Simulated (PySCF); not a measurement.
## MgH⁻ at RHF-CCSD(T)

Level: RHF-CCSD(T). Mg aug-cc-pVDZ, H aug-cc-pVDZ; no relativity (PySCF 2.14).

* state: ¹Σ⁺ (singlet), closed shell
* bond length: 1.882 Å
* harmonic wavenumber: 1089 cm⁻¹
* force constant: 0.676 mdyn/Å
* rotational constant Be: 4.920 cm⁻¹
* anharmonicity ωexe: 34.2 cm⁻¹
* vibration–rotation constant αe: 0.211 cm⁻¹
* well depth De to Mg + H⁻: 1.45 eV
* dissociation energy D0: 1.38 eV

Correlated steps freeze 1 core orbital. Correlated levels converge slowly with the basis: in double zeta they bind strong bonds too weakly, by up to about 1 eV, and carry superposition errors of some tenths. For an ion De counts to the pair picked by the measured ionisation energies or electron affinities, which need not be the lowest pair at this level.
